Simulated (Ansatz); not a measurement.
# SiO (quintet): the correlation ladder, def2-QZVPP

The task here is to estimate one member of a computed series from the others.

Program: Ansatz 0.2.0, Gaussian basis. Level of theory: def2-QZVPP, core rule «outside noble gas», up to 6 orbitals frozen. These are calculated values, not measurements.

The runs, in order: UHF; ROHF; CCSD(T) on UHF.

2 further runs of the same task are left out: 2 set aside as unsound or not needed.

### What is computed

The geometry is a PBE0/def2-TZVP stationary point (not a proven minimum) of the parent state, kept for this charge and spin.

2 atoms, charge 0, spin multiplicity 5.

Atoms are counted from 1 here; the program's logs count them from 0.

Bond lengths: Si1–O2 1.724 Å.

The first run:

Contents of in.yaml:

```yaml
crystal:
  periodic: [false, false, false]
  atoms:
    - {symbol: Si, position_ang: [0.000000, 0.000000, 0.000000]}
    - {symbol: O, position_ang: [0.000000, 0.000000, 1.723500]}
basis:
  gaussian: {orbitals: "def2-QZVPP.json"}
magnetization: {spin_polarized: true, initial_magnetization: 4}
hamiltonian: {xc: hf}
output: {orbitals: {seedname: orbitals}}
```

The run is started by

```console
> ansatz run in.yaml --threads 1 --pin off --events-out ev --progress --plain --max-ram 2393MiB
```

Among the steps run: UHF; ROHF; CCSD(T) on UHF.

One of the session's tables, all rows but one given; the rest of the session is left out.

```
  method  from UCCSD(T) (kJ/mol)
    ROHF                  +744.4
     UHF                  +725.3
    UMP2                   +75.8
   UCCSD                       ?
UCCSD(T)                       0
```

Q: Estimate the row for UCCSD from the others.

The run gave: from UCCSD(T) (kJ/mol): +27.3. In the column «from UCCSD(T) (kJ/mol)» it lies between UCCSD(T) (0) and UMP2 (+75.8).
